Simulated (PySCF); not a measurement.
## How good is the calculation?

Bonds (- single, = double, # triple, : aromatic): C1-P2, P2-C3, P2-C4, P2-C5. C1 carries H6, H7, H8; C3 carries H9, H10, H11; C4 carries H12, H13, H14; C5 carries H15, H16, H17. Formal charges: P2 +1.

Total charge +1.

Computational details: PBE0/pcSseg-1 with gauge-including orbitals, structure optimised with GFN2-xTB, in PySCF (non-relativistic Hamiltonian, in vacuum, a single conformation, fast rotation and ring inversion assumed for equivalent nuclei).

Reference values: measured (E. Pretsch, P. Bühlmann, M. Badertscher, Structure Determination of Organic Compounds, 4th ed., Springer 2009).
```
atoms             quantity  reference  computed
   P2  δ 31P vs 85 % H3PO4       25.0      10.0
```

Reference values: measured (NMR Tables: representative 31P chemical shifts referenced to 85 % H3PO4 (instrument maker's almanac)).
```json
{"atoms": "P2", "quantity": "δ 31P vs 85 % H3PO4", "reference": "24.4", "computed": "10.0"}
```

Computed shifts are σ(ref) − σ with the named reference compound (TMS for H and C) calculated as an isolated molecule at the same level.

How far are the unscaled 31P shifts from the references?

## Answers

Mean signed difference -14.70 ppm, mean absolute 14.70 ppm over 2 comparisons; the largest is -15.0 ppm at P2 (phosphorus bonded to 4 C).

2 of the 4 published NMR values on file for this molecule are compared. The rest: values from further sources.
